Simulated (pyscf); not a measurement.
PySCF, gas phase, ωB97X-D3(BJ)/def2-SVP geometries.

Problem. Estimate by transition-state theory the rate constant of `[CH4]` + `[ZnH][SeH]` → `[CH3][ZnH]` + `[SeH2]` (singlet surface; C–H, Se–Zn broken, C–Zn, H–Se formed) at 900 K, with ωB97M-D3(BJ)/def2-TZVP energies (ideal gas, 1 atm, RRHO with modes under 100 cm⁻¹ raised to 100, one conformer, R ln 2 for chiral ones without a mode under 150 cm⁻¹; no tunnelling).

Solution. The electronic barrier is 50.0 kcal/mol and the thermal terms add +23.0, so ΔG‡ = 73.0 kcal/mol. With k_BT/h = 1.88e+13 s⁻¹ and RT = 1.788 kcal/mol, and a volume of 1.23e-19 cm³ per molecule at 1 atm, k = 4.4e-24 cm³ molecule⁻¹ s⁻¹. Wigner's tunnelling factor for 1207i cm⁻¹ would be 1.16. A shift of 1 kcal/mol in the barrier changes k by a factor 1.7. On the product side the descent ends in a complex, 5.8 kcal/mol under the separated species and 20.1 kcal/mol under the saddle at ωB97X-D3(BJ)/def2-TZVP. One saddle was located; it need not be the lowest between these sides. Elements up to Kr have no core potential and no relativistic terms here.
